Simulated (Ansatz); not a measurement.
# Relaxing Mg3Br

All numbers below come from Ansatz 0.2.0, DFT PBE, scalar-relativistic, plane waves, PAW. Cutoff 420 eV, Γ-centred k mesh, Gaussian smearing, no spin polarisation in the final step.

Mg3Br was placed on the Cu3Au (L1_2) structure type (Pm-3m, No. 221), with Br in place of Au, Mg in place of Cu, at a guessed volume.

```xyz
4
Lattice="4.3738 0.0000 0.0000 0.0000 4.3738 0.0000 0.0000 0.0000 4.3738" Properties=species:S:1:pos:R:3 pbc="T T T"
Mg    0.0000    2.1869    2.1869
Mg    2.1869    0.0000    2.1869
Mg    2.1869    2.1869    0.0000
Br    0.0000    0.0000    0.0000
```

Cell and atoms relax at zero pressure; the relaxation can't lower the symmetry of the start. After a coarse first stage the cell is made exact in the group found at 0.06 Å.

The zero of energy is the elements' standard structures at the same level; no fitted shifts are applied.

(1) Which crystal results?

(2) What are its volume, energy, density and gap?

## Answers

(1) It keeps Pm-3m (No. 221). The result has the Cu3Au (L1_2) structure. Conventional cell: a = 4.726 Å. Around Mg lie 4 Br at 3.34 Å and 8 Mg at 3.34 Å; around Br lie 12 Mg at 3.34 Å.

```xyz
4
Lattice="4.7264 0.0000 0.0000 0.0000 4.7264 0.0000 0.0000 0.0000 4.7264" Properties=species:S:1:pos:R:3 pbc="T T T"
Mg    0.0000    2.3632    2.3632
Mg    2.3632    0.0000    2.3632
Mg    2.3632    2.3632    0.0000
Br    0.0000    0.0000    0.0000
```

(2) The volume per atom is 26.40 Å³ and the density is 2.40 g/cm³. The energy over the elements is -0.03 eV/atom and the gap on the 10×10×10 mesh is 0 eV (a metal).

The final run used a 10×10×10 mesh on its 4-atom cell and 0.10 eV smearing. The k mesh leaves about 4 meV/atom of noise in metals. A structure relaxed within its symmetry needn't be a true minimum.

Cost: 3 runs of about 0.32 core-minutes in all, on Intel Xeon Platinum 8581C (Emerald Rapids) (shared hosts).